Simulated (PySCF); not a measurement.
Compound: C₅H₇N.
Z-matrix (Å and degrees, GFN2-xTB geometry), rows numbered from 1:
```
C 
C   1  1.3192
C   2  1.4979  1  124.51
C   3  1.5157  2  110.43  1   117.58
C   4  1.4506  3  121.23  2   -92.96
N   5  1.2532  4   66.90  3  -103.86
H   1  1.0780  2  121.66  3     0.92
H   1  1.0768  2  122.07  3  -179.69
H   2  1.0824  1  120.33  3   179.04
H   3  1.0917  2  110.35  1    -3.50
H   3  1.0942  2  109.45  1  -122.56
H   4  1.0858  3  115.34  2    62.75
H   5  1.0627  4  149.01  6   179.02
```

NICS is the negative of the GIAO shielding at a point without a nucleus: at the ring centre (0) and 1 Å above and below it (1); zz is the component along the ring normal. Level: GIAO PBE0/pcSseg-1 (PySCF, non-relativistic, gas phase) on the GFN2-xTB geometry, one conformer.

Ring bond lengths (Å), with Mayer bond orders in brackets: C4–C5 1.451 (0.97), C5–N6 1.253 (1.83), N6–C4 1.499 (0.94).

What do the NICS probes read (ppm)?

| ring | type | NICS(0) | NICS(1), two faces | NICS(1)zz, two faces | rms pucker (Å) | centre to ring atoms, mean (Å) |
| --- | --- | --- | --- | --- | --- | --- |
| C4–C5–N6 | 3-membered ring with N; formal bonds 1 double, 2 single | -28.5 | -8.5 / -8.8 | -17.8 / -19.9 | 0.00 | 0.81 |

What can be read from them?

- C4–C5–N6: mean NICS(1)zz -18.9 ppm, shielded. C4 has four or more neighbours, so the value isn't read as a sign of a π ring current. NICS(0) lies 20 ppm below the mean NICS(1).

What field does 9.4 T along the ring normal induce along that normal at the first NICS(1) probe listed for ring C4–C5–N6, 1 Å off the ring?

NICSzz × B0 = -17.8 ppm × 9.4 T = -167 μT, against the applied field.

How shielded are the nuclei of the rings and their hydrogens (means over atoms taken as equivalent)?

```csv
atoms,environment,σ isotropic (ppm),"principal values of the symmetric part, first atom (ppm)"
C4,sp3 carbon bound to nitrogen,158.6,"90.8, 139.0, 246.2"
C5,C=N carbon,4.3,"-181.5, 35.4, 159.0"
N6,C=N nitrogen,-96.8,"-438.4, -152.4, 300.4"
H12,methine hydrogen,30.14,"24.1, 27.5, 38.8"
H13,hydrogen on a C=N carbon,21.00,"13.7, 24.1, 25.2"
```

Hardware: one thread of an Arm Neoverse V1, no GPU, shared host. Cost: 15 s. This is the whole shielding run at PBE0/pcSseg-1, SCF included.
